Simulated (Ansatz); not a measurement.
System: LiF, charge -1, multiplicity 2. 
Structure (B3LYP-D3(BJ)/def2-TZVP (Ansatz, an electronic-structure program) minimum search):
```xyz
2

Li     0.0000     0.0000    -1.2221
F      0.0000     0.0000     0.4074
```
Charge -1, spin multiplicity 2.

Parts of the frozen-core correlation energy in def2-SVP (Ansatz, hartree). Frozen orbitals: 2; correlated occupied orbitals by spin: 5 and 4; virtual: 16 and 17. Open shells are spin-unrestricted. Spin-orbit coupling is left out. Non-relativistic.

| term | value |
|---|---|
| reference (HF) | -106.84289 |
| MP2 opposite-spin | -0.14500 |
| MP2 same-spin | -0.05615 |
| CCSD correlation | -0.20317 |
| (T) | -0.00202 |
| CCSDT minus CCSD(T) | -0.00018 |
| CCSDT(Q) minus CCSD(T) | -0.00069 |
| T1 diagnostic | 0.018 |
| largest doubles amplitude | 0.044 |
| <S^2> of the reference | 0.750 |
